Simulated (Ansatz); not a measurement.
Abridged output of a molecular run in Ansatz:

```
Functional definition: HF
766 factors; integrals over basis functions are off by at most 1.5e-3 eV
mean field evaluation 1: about -10461.9966 eV, gradient 1.9e1 eV
mean field evaluation 2: about -10461.9986 eV, gradient 1.9e1 eV
mean field evaluation 4: about -10464.0537 eV, gradient 2.7e0 eV
mean field evaluation 8: about -10464.1145 eV, gradient 6.0e-2 eV
mean field -10464.11454817 eV, -384.5491168135 hartree, gradient 1.4e-6 eV, S^2 0.755291; 0 other end points of the search recorded, 0 dependent functions left out
7 core orbitals not correlated: weight in the atoms' cores, before any rotation towards them, 1.000 or more for the frozen orbitals, at most 0.000 for the correlated occupied ones
reference -10464.11454817 eV, -384.5491168135 hartree; 10, 9 occupied and 59, 60 virtual orbitals, 766 factors
second order -10.90983150 eV of doubles, -0.00000000 eV of singles
cycle   1  -11.67882702 eV  change   -7.7e-1 eV  update   7.9e-2
cycle   2  -12.04936337 eV  change   -3.7e-1 eV  update   2.6e-2
cycle   3  -12.11366592 eV  change   -6.4e-2 eV  update   1.4e-2
cycle   4  -12.11087242 eV  change    2.8e-3 eV  update   6.5e-3
cycle   5  -12.11102406 eV  change   -1.5e-4 eV  update   3.4e-3
cycle   6  -12.11110223 eV  change   -7.8e-5 eV  update   1.2e-3
cycle   7  -12.11118593 eV  change   -8.4e-5 eV  update   3.2e-4
cycle   8  -12.11129604 eV  change   -1.1e-4 eV  update   1.2e-4
cycle   9  -12.11129015 eV  change    5.9e-6 eV  update   4.6e-5
cycle  10  -12.11128967 eV  change    4.8e-7 eV  update   2.0e-5
perturbative correction -0.32404581 eV, -0.0119084639 hartree
Total energy: -10476.54988365 eV, -385.0061069635 hartree
Checks for a lower state left out: cluster_reference
```

Its atoms:

```xyz
9

C    -0.499   -0.743    0.828
N    -0.238   -0.159   -0.468
Si    1.107    0.853   -0.827
H    -0.077   -0.104    1.606
H    -0.064   -1.743    0.948
H    -1.575   -0.816    1.013
H    -0.659   -0.666   -1.232
H     1.194    1.868    0.269
H     0.811    1.509   -2.136
```

(1) Which basis set was used?
A. def2-SVP
B. def2-SVPD
C. cc-pV(T+d)Z
D. def2-TZVPP

(2) Write the keys of the input that set method, charge and spin (a neutral closed shell needs none for the last two).

## Answers

(1) A. It gives 76 functions.

(2) 
```yaml
magnetization: {spin_polarized: true, initial_magnetization: 1}
correlation: {method: ccsd_t}
scf: {omitted_lower_state_checks: [cluster_reference]}
```
